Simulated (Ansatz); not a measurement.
**The cluster SnF2: structure and electronic state**

What does the cluster SnF2 look like as a singlet, and where do its frontier electrons sit?

Program: Ansatz 0.2.0, Gaussian basis. Level of theory: RKS PBE0-D4/def2-TZVP. These are calculated values, not measurements.

The runs, in order: relaxation at PBE-D4/def2-TZVP; a single point at PBE0-D4/def2-TZVP; harmonic vibrations at PBE-D4/def2-TZVP.

### 1 The system as given

3 atoms, charge 0, spin multiplicity 1.

Atoms are counted from 1 here; the program's logs count them from 0.

Bond lengths: Sn1–F2 1.959 Å, Sn1–F3 1.960 Å. Angles: F2–Sn1–F3 103.1°.

Sn takes a core potential in the def2 sets. No spin-orbit coupling is included.

The start is a GFN1-xTB geometry.

### 2 Relaxation at PBE-D4/def2-TZVP

Input file in.yaml:

```yaml
crystal:
  periodic: [false, false, false]
  atoms:
    - {symbol: Sn, position_ang: [0.213140, 0.778760, -0.087650]}
    - {symbol: F, position_ang: [1.343450, -0.815770, -0.226410]}
    - {symbol: F, position_ang: [-1.556590, 0.037000, 0.314060]}
basis:
  gaussian: {orbitals: def2-TZVP}
hamiltonian: {xc: pbe, dispersion: d4}
scf: {lower_state_search: "off"}
output: {orbitals: {seedname: orbitals}}
relax: {f_tol: 0.02, max_steps: 100}
```

Started as:

```sh
ansatz run in.yaml --threads 4 --pin off --events-out ev --progress --plain --max-ram 3916MiB
```

After this run come: Single point, PBE0-D4/def2-TZVP; Vibrations by finite differences.

Q: Predict the results of all the runs planned. Wanted: point group; commonest bond; HOMO, LUMO at PBE0-D4/def2-TZVP; dipole at PBE-D4/def2-TZVP; lowest, highest wavenumber.

The runs gave:

| quantity | value |
| --- | --- |
| point group | C2v |
| commonest bond | F–Sn, 2 of mean length 1.961 Å |
| HOMO, LUMO at PBE0-D4/def2-TZVP | -8.79, -2.87 eV |
| dipole at PBE-D4/def2-TZVP | 3.66 D |
| lowest, highest wavenumber | 179, 571 cm⁻¹ |

What this shows: The molecule keeps its bonding pattern by the stored test; the atoms moved 0.07 Å (rms). All wavenumbers are real: a minimum at this level. The HOMO lies nearest to Sn1 59 %; F2, F3 about 21 % each and the LUMO to Sn1 82 %; F2, F3 about 9 % each. Whether this spin is the lowest isn't tested here.
